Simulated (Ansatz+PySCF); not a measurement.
The numbers below are computed, except where a source is named.
## Ansatz (development build ahead of 0.2.0) run

```yaml
crystal:
  periodic: [false, false, false]
  atoms:
    - { symbol: B, position_ang: [0.0, 0.0, 0.0] }
    - { symbol: H, position_ang: [1.54812, 0.0, 1.29903] }
    - { symbol: H, position_ang: [-1.54812, 0.0, 1.29903] }
basis:
  gaussian: { orbitals: "6-31G" }
magnetization:
  initial_magnetization: 1
hamiltonian:
  xc: hf
correlation:
  method: fci
  frozen_orbitals: { B: 1, H: 0 }
```

The input is written out in the form of the current development build from the run's settings.

Results

| Item | Value |
| --- | --- |
| Converged | yes |
| Total energy | -25.63488 hartree |
| State | lowest doublet root, of any spatial symmetry |
